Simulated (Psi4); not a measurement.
# SiH3F (SMILES F[SiH3]) at BLYP/def2-TZVPP, part 2 of 2

Psi4 1.11. Earlier steps stand in the parts before.

### 3 The distorted shape at the same level

Input file fh3si.xyz:

```xyz
5
FH3Si
F     -0.781271     0.370764     2.553632
Si     0.536629     0.188664     1.664932
H     -0.367800    -0.192600    -1.443700
H      1.261929    -1.009936     2.147232
H      1.373829     1.401364     1.819032
```

Input file calc.py:

```python
import psi4

psi4.set_memory(1600000000)
psi4.set_num_threads(1)
psi4.set_output_file('run.log', False)

with open('fh3si.xyz') as f:
    atoms = ''.join(f.readlines()[2:])
mol = psi4.geometry('0 1\n' + atoms + 'symmetry c1\nno_reorient\nno_com')

options = {'basis': 'def2-TZVPP', 'reference': 'rks', 'puream': True, 'e_convergence': 1e-09, 'd_convergence': 1e-08, 'scf_type': 'pk', 'dft_radial_points': 99, 'dft_spherical_points': 590}
psi4.set_options(options)

result, w = psi4.energy('blyp', return_wfn=True)
print('E =', round(result, 9))
```

The run is started by

```bash
$ python calc.py
```

run.log:

```text
h
    h
    h

    -----------------------------------------------------------------------

    Memory:     1.5 GiB
    Threads:    1
                ecpint, einsums, f̶o̶r̶t̶e̶, gauxc, gcp, g̶d̶m̶a̶, geometric, g̶p̶u̶_̶d̶f̶c̶c̶,
                i̶n̶t̶e̶g̶r̶a̶t̶o̶r̶x̶x̶, i̶p̶i̶, libefp, m̶d̶i̶, m̶p̶2̶d̶, m̶r̶c̶c̶, ooo,
                o̶p̶e̶n̶f̶e̶r̶m̶i̶o̶n̶p̶s̶i̶4̶, pcmsolver, p̶s̶i̶4̶f̶o̶c̶k̶c̶i̶, p̶s̶i̶x̶a̶s̶,
                p̶y̶e̶i̶n̶s̶u̶m̶s̶, r̶e̶s̶p̶, s̶i̶m̶i̶n̶t̶, s̶n̶s̶m̶p̶2̶,
                v̶2̶r̶d̶m̶_̶c̶a̶s̶s̶c̶f̶

   => Loading Basis Set <=

    Name: DEF2-TZVPP
    Role: ORBITAL
    Keyword: BASIS

         ---------------------------------------------------------
                                   SCF
                              RKS Reference
                        1 Threads,   1525 MiB Core
         ---------------------------------------------------------

  ==> Geometry <==

    Molecular point group: c1
    Full point group: C1

    Geometry (in Angstrom), charge = 0, multiplicity = 1:

       Center              X                  Y                   Z               Mass
    ------------   -----------------  -----------------  -----------------  -----------------
         F           -0.781271000000     0.370764000000     2.553632000000    18.998403162730
         SI           0.536629000000     0.188664000000     1.664932000000    27.976926534650
         H           -0.367800000000    -0.192600000000    -1.443700000000     1.007825032230
         H            1.261929000000    -1.009936000000     2.147232000000     1.007825032230
         H            1.373829000000     1.401364000000     1.819032000000     1.007825032230

  Running in c1 symmetry.

  Rotational constants: A =      0.64692  B =      0.07719  C =      0.07069 [cm^-1]
  Rotational constants: A =  19394.15524  B =   2313.96163  C =   2119.16176 [MHz]
  Nuclear repulsion =   59.412045461755035

  Charge       = 0
  Multiplicity = 1
  Electrons    = 26
  Nalpha       = 13
  Nbeta        = 13

  ==> Algorithm <==

  SCF Algorithm Type is PK.
  DIIS enabled.
  MOM disabled.
  Fractional occupation disabled.
  Guess Type is SAD.
  Energy threshold   = 1.00e-09
  Density threshold  = 1.00e-08
  Integral threshold = 1.00e-12

  ==> Primary Basis <==

  Basis Set: DEF2-TZVPP
    Blend: DEF2-TZVPP
    Number of shells: 43
    Number of basis functions: 115
    Number of Cartesian functions: 129
    Spherical Harmonics?: true
    Max angular momentum: 3

  ==> DFT Potential <==

   => LibXC <=

    Version 7.1.2

   => Composite Functional: BLYP <=

    BLYP GGA Exchange-Correlation Functional

    Deriv               =              1
    GGA                 =           TRUE
    Meta                =          FALSE

    Exchange Hybrid     =          FALSE
    MP2 Hybrid          =          FALSE

   => Exchange Functionals <=

    1.0000     XC_GGA_X_B88

   => Correlation Functionals <=

    1.0000     XC_GGA_C_LYP

   => LibXC Density Thresholds  <==

    XC_GGA_C_LYP:  1.00E-14
    XC_GGA_X_B88:  1.00E-15

   => Molecular Quadrature <=

    Radial Scheme          =       TREUTLER
    Pruning Scheme         =           NONE
    Nuclear Scheme         =       TREUTLER

    Blocking Scheme        =         OCTREE
    BS radius alpha        =              1
    Pruning alpha          =              1
    Radial Points          =             99
    Spherical Points       =            590
    Total Points           =         282356
    Total Blocks           =           2095
    Max Points             =            256
    Max Functions          =            113
    Weights Tolerance      =       1.00E-15

  ==> Integral Setup <==

  Using in-core PK algorithm.
   Calculation information:
      Number of atoms:                   5
      Number of AO shells:              43
      Number of primitives:             71
      Number of atomic orbitals:       129
      Number of basis functions:       115

      Integral cutoff                 1.00e-12
      Number of threads:                 1

  Performing in-core PK
  Using 44495570 doubles for integral storage.
  We computed 384815 shell quartets total.
  Whereas there are 447931 unique shell quartets.

  ==> DiskJK: Disk-Based J/K Matrices <==

    J tasked:                  Yes
    K tasked:                   No
    wK tasked:                  No
    Memory [MiB]:             1029
    Schwarz Cutoff:          1E-12

  Cached 16.7% of DFT collocation blocks in 0.108 [GiB].

  Minimum eigenvalue in the overlap matrix is 4.4644669946E-03.
  Reciprocal condition number of the overlap matrix is 9.6072266153E-04.
    Using symmetric orthogonalization.

  ==> Pre-Iterations <==

  SCF Guess: Superposition of Atomic Densities via on-the-fly atomic UHF (no occupation information).

   -------------------------
    Irrep   Nso     Nmo
   -------------------------
     A        115     115
   -------------------------
    Total     115     115
   -------------------------

  ==> Iterations <==

                        Total Energy        Delta E     RMS |[F,P]|

   @RKS iter SAD:  -390.67925529543379   -3.90679e+02   0.00000e+00
   @RKS iter   1:  -390.90864835445359   -2.29393e-01   5.22841e-03 ADIIS/DIIS
   @RKS iter   2:  -390.33499167002947    5.73657e-01   1.08115e-02 ADIIS/DIIS
   @RKS iter   3:  -390.99789323377064   -6.62902e-01   2.61521e-03 ADIIS/DIIS
   @RKS iter   4:  -390.78248486850140    2.15408e-01   2.75636e-03 ADIIS/DIIS
   @RKS iter   5:  -391.01731515228778   -2.34830e-01   1.70286e-03 ADIIS/DIIS
   @RKS iter   6:  -391.06692611678329   -4.96110e-02   7.92074e-04 ADIIS/DIIS
   @RKS iter   7:  -391.05339858444751    1.35275e-02   1.08019e-03 ADIIS/DIIS
   @RKS iter   8:  -391.05657850723662   -3.17992e-03   1.01711e-03 ADIIS/DIIS
   @RKS iter   9:  -391.04839801028953    8.18050e-03   1.17428e-03 ADIIS/DIIS
   @RKS iter  10:  -391.04803492731514    3.63083e-04   1.18119e-03 ADIIS/DIIS
   @RKS iter  11:  -391.04607613218394    1.95880e-03   1.21752e-03 ADIIS/DIIS
   @RKS iter  12:  -391.03873451580654    7.34162e-03   1.33673e-03 ADIIS/DIIS
   @RKS iter  13:  -391.04736900281216   -8.63449e-03   1.19461e-03 ADIIS/DIIS
   @RKS iter  14:  -391.04592552457683    1.44348e-03   1.22237e-03 ADIIS/DIIS
   @RKS iter  15:  -391.07649719078893   -3.05717e-02   2.75901e-04 ADIIS/DIIS
   @RKS iter  16:  -391.07786391838448   -1.36673e-03   5.76457e-05 DIIS
   @RKS iter  17:  -391.07792862273647   -6.47044e-05   5.46996e-06 DIIS
   @RKS iter  18:  -391.07792896216642   -3.39430e-07   3.23460e-06 DIIS
   @RKS iter  19:  -391.07792916602142   -2.03855e-07   1.03307e-07 DIIS
   @RKS iter  20:  -391.07792916608634   -6.49152e-11   7.14394e-08 DIIS
   @RKS iter  21:  -391.07792916618098   -9.46443e-11   2.90473e-09 DIIS
  Energy and wave function converged.

  ==> Post-Iterations <==

   Electrons on quadrature grid:
      Ntotal   =   26.0000001320 ; deviation = 1.320e-07

    Orbital Energies [Eh]
    ---------------------

    Doubly Occupied:

       1A    -65.549242     2A    -24.310464     3A     -5.129564
       4A     -3.549404     5A     -3.547786     6A     -3.544584
       7A     -1.110613     8A     -0.521727     9A     -0.426463
      10A     -0.416575    11A     -0.404981    12A     -0.332000
      13A     -0.213826

    Virtual:

      14A     -0.163584    15A     -0.048567    16A      0.015077
      17A      0.021649    18A      0.100607    19A      0.118276
      20A      0.167119    21A      0.180454    22A      0.183143
      23A      0.198285    24A      0.247798    25A      0.256776
      26A      0.290567    27A      0.319745    28A      0.400453
      29A      0.481310    30A      0.553631    31A      0.572837
      32A      0.573334    33A      0.601690    34A      0.618515
      35A      0.651401    36A      0.656566    37A      0.731762
      38A      0.764572    39A      0.784425    40A      0.812670
      41A      0.836476    42A      0.861288    43A      0.879801
      44A      0.906282    45A      0.930406    46A      1.023566
      47A      1.080956    48A      1.120475    49A      1.168857
      50A      1.213981    51A      1.222154    52A      1.235035
      53A      1.300192    54A      1.302039    55A      1.364589
      56A      1.497718    57A      1.513293    58A      1.960154
      59A      1.989749    60A      2.202928    61A      2.296400
      62A      2.298270    63A      2.459524    64A      2.501782
      65A      2.603171    66A      3.056008    67A      3.089261
      68A      3.114482    69A      3.165087    70A      3.165162
      71A      3.166171    72A      3.166754    73A      3.174230
      74A      3.185230    75A      3.210650    76A      3.288880
      77A      3.323305    78A      3.370022    79A      3.370810
      80A      3.445651    81A      3.512360    82A      3.544524
      83A      3.547588    84A      3.600260    85A      3.628974
      86A      3.635318    87A      3.789954    88A      3.791483
      89A      3.840541    90A      3.842933    91A      3.922539
      92A      4.290912    93A      4.336349    94A      4.379920
      95A      4.408282    96A      4.455016    97A      4.953012
      98A      5.082981    99A      5.890123   100A      6.198339
     101A      6.519355   102A      6.711575   103A      6.711787
     104A      6.721410   105A      6.738197   106A      6.786097
     107A      6.807389   108A      7.069495   109A      8.124787
     110A      8.145971   111A      8.396635   112A      8.430596
     113A      8.689732   114A     11.513888   115A     56.344858

    Final Occupation by Irrep:
              A
    DOCC [    13 ]
    NA   [    13 ]
    NB   [    13 ]

  @RKS Final Energy:  -391.07792916618098

   => Energetics <=

    Nuclear Repulsion Energy =             59.4120454617550351
    One-Electron Energy =                -659.7306502522176288
    Two-Electron Energy =                 241.5913020004379916
    DFT Exchange-Correlation Energy =     -32.3506263761563773
    Empirical Dispersion Energy =           0.0000000000000000
    VV10 Nonlocal Energy =                  0.0000000000000000
    Total Energy =                       -391.0779291661809793

Computation Completed

Properties will be evaluated at   0.000000,   0.000000,   0.000000 [a0]

Properties computed using the SCF density matrix

 Multipole Moments:

 ------------------------------------------------------------------------------------
     Multipole            Electronic (a.u.)      Nuclear  (a.u.)        Total (a.u.)
 ------------------------------------------------------------------------------------

 L = 1.  Multiply by 2.5417464519 to convert [e a0] to [Debye]
 Dipole X            :         -4.5468061            5.1954713            0.6486652
 Dipole Y            :        -11.6085715           11.6728383            0.0642668
 Dipole Z            :        -91.5527398           92.2456580            0.6929182
 Magnitude           :                                                    0.9513319

 ------------------------------------------------------------------------------------

	total time  =         33 seconds =       0.55 minutes
```

On the terminal:

```text
E = -391.077929166
```

It took 35 s on 1 thread of Intel Xeon Platinum 8259CL at 2.50GHz (Skylake/Cascade Lake), shared host; peak memory 0.69 GiB.

### 4 What came out

The summary covers parts 1 to 2.

Level: BLYP/def2-TZVPP.

| quantity | value |
| --- | --- |
| first shape: total energy | -391.22766 Eh |
| first shape: dipole moment | 1.18 D |
| first shape: HOMO energy | -8.24 eV |
| first shape: LUMO energy | -0.92 eV |
| first shape: HOMO–LUMO gap | 7.33 eV |
| distorted shape: total energy | -391.07793 Eh |
| distorted shape: dipole moment | 2.42 D |
| distorted shape: HOMO energy | -5.82 eV |
| distorted shape: LUMO energy | -4.45 eV |
| distorted shape: HOMO–LUMO gap | 1.37 eV |
| energy change with the Si2–H3 bond stretched from 1.482 to 3.260 Å | 4.074 eV |

**Reading.** One bond (distorted shape) is far stretched, which a spin-restricted single reference describes badly; a broken-symmetry solution may lie lower. With the Si2–H3 bond stretched from 1.482 to 3.260 Å the energy rises by 4.07 eV (94 kcal/mol). The first shape isn't relaxed at this level, so the change isn't measured from a minimum. A restricted reference can't describe the breaking bond well at this length.
